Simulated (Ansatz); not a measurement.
## Ligand exchange: C2H5Cl + NaOH → C2H6O + NaCl

Species: C2H5Cl `CCCl`, singlet; NaOH `[OH][Na]`, singlet; C2H6O (ethanol) `CCO`, singlet; NaCl, singlet. The partners trade Cl for OH: C–Cl and Na–OH bonds give way to C–OH and Na–Cl.

Shapes, held fixed at every level: PBE0-D4/def2-TZVP. Flexible molecules stand in one conformer, not always the lowest. Programs: Ansatz 0.2.0. The zero-point and thermal change to 298 K, harmonic and unscaled (PBE0-D4/def2-TZVP), is +6.0 kJ/mol.

Problem. Estimate ΔH(298 K) of this reaction.

Solution. The highest level, CCSD(T)/def2-TZVPP, gives ΔH(298 K) = -119.6 kJ/mol; the levels span -139.0 to -118.0. The column of differences is taken from that level and isn't an error. No measured value is set beside it here. Correlated rows may include outer-core shells of Na, which these sets cover unevenly.

```json
{"level": "r2SCAN-D4/def2-TZVPP", "kind": "meta-GGA", "ΔH(298 K) (kJ/mol)": "-121.7", "less CCSD(T)/def2-TZVPP": "-2.1"}
{"level": "BHLYP-D4/def2-TZVPP", "kind": "global hybrid", "ΔH(298 K) (kJ/mol)": "-131.5", "less CCSD(T)/def2-TZVPP": "-11.9"}
{"level": "wB97M-V/def2-TZVPP", "kind": "range-separated hybrid", "ΔH(298 K) (kJ/mol)": "-122.1", "less CCSD(T)/def2-TZVPP": "-2.5"}
{"level": "B2PLYP/def2-TZVPP", "kind": "double hybrid", "ΔH(298 K) (kJ/mol)": "-118.0", "less CCSD(T)/def2-TZVPP": "+1.6"}
{"level": "MP2/def2-SVP", "kind": "perturbation theory", "ΔH(298 K) (kJ/mol)": "-131.7", "less CCSD(T)/def2-TZVPP": "-12.1"}
{"level": "CCSD/def2-SVP", "kind": "coupled cluster or CI", "ΔH(298 K) (kJ/mol)": "-139.0", "less CCSD(T)/def2-TZVPP": "-19.4"}
{"level": "CCSD/def2-TZVPP", "kind": "coupled cluster or CI", "ΔH(298 K) (kJ/mol)": "-123.6", "less CCSD(T)/def2-TZVPP": "-4.0"}
{"level": "CCSD(T)/def2-TZVPP", "kind": "coupled cluster or CI", "ΔH(298 K) (kJ/mol)": "-119.6", "less CCSD(T)/def2-TZVPP": "0.0"}
```
